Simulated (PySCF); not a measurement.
From one molecule to another.

First species: C₅H₁₁P.
SMILES: `C=CPC(C)C`

Second species: C5H11P.
InChI=1S/C5H11P/c1-4-6-5(2)3/h6H,2,4H2,1,3H3

Levels: B3LYP/def2-SVPD for dipole moment, HOMO energy, LUMO energy, HOMO–LUMO gap, static isotropic polarisability and electronic spatial extent ⟨r²⟩ about the centre of nuclear charge; TDDFT B3LYP/def2-SVPD for lowest singlet excitation; TDA B3LYP/def2-SVPD for lowest triplet excitation (Tamm–Dancoff); GFN2-xTB for rotational constant A and rotational constant C. Geometries: GFN2-xTB. Each species is one conformer at its optimised geometry, gas phase, non-relativistic unless stated. Electronic properties by PySCF.

Dipoles, sizes and rotational constants follow the conformer. The torsions of the flexible species, by atom-mapped SMILES:
- `[CH2:1]=[CH:2][PH:3][CH:4]([CH3:5])[CH3:6]`: C1–C2–P3–C4 -118°, C2–P3–C4–C5 53°
- `[CH2:1]=[C:2]([CH3:3])[PH:4][CH2:5][CH3:6]`: C1–C2–P4–C5 112°, C2–P4–C5–C6 -51°

Values for the first species:

```
Dipole moment                                                     : 1.22 D
HOMO energy                                                       : -6.37 eV
LUMO energy                                                       : -0.42 eV
HOMO–LUMO gap                                                     : 5.95 eV
Lowest singlet excitation                                         : 5.34 eV
Lowest triplet excitation (Tamm–Dancoff)                          : 4.00 eV
Static isotropic polarisability                                   : 89.6 au
Electronic spatial extent ⟨r²⟩ about the centre of nuclear charge : 898 bohr²
Rotational constant A                                             : 5.096 GHz
Rotational constant C                                             : 1.449 GHz
```

(1) Estimate the same properties for the second species, and the change in each.

## Answers

(1) 
| property | first | second | second less first |
| --- | --- | --- | --- |
| dipole moment | 1.22 D | 1.25 D | +0.03 D |
| HOMO energy | -6.37 eV | -6.35 eV | +0.02 eV |
| LUMO energy | -0.42 eV | -0.23 eV | +0.19 eV |
| HOMO–LUMO gap | 5.95 eV | 6.12 eV | +0.17 eV |
| lowest singlet excitation | 5.34 eV | 5.44 eV | +0.10 eV |
| lowest triplet excitation (Tamm–Dancoff) | 4.00 eV | 4.12 eV | +0.12 eV |
| static isotropic polarisability | 89.6 au | 88.5 au | -1.1 au |
| electronic spatial extent ⟨r²⟩ about the centre of nuclear charge | 898 bohr² | 829 bohr² | -69 bohr² |
| rotational constant A | 5.096 GHz | 3.606 GHz | -1.490 GHz |
| rotational constant C | 1.449 GHz | 1.861 GHz | +0.412 GHz |

On the first: The vertical singlet–triplet gap S1 − T1 is 1.34 eV (TDDFT singlet less Tamm–Dancoff triplet; S1: HOMO→LUMO, weight 0.94; T1: HOMO→LUMO, weight 0.82).

On the second: The vertical singlet–triplet gap S1 − T1 is 1.32 eV (TDDFT singlet less Tamm–Dancoff triplet; S1: HOMO→LUMO, weight 0.92; T1: HOMO→LUMO, weight 0.76).
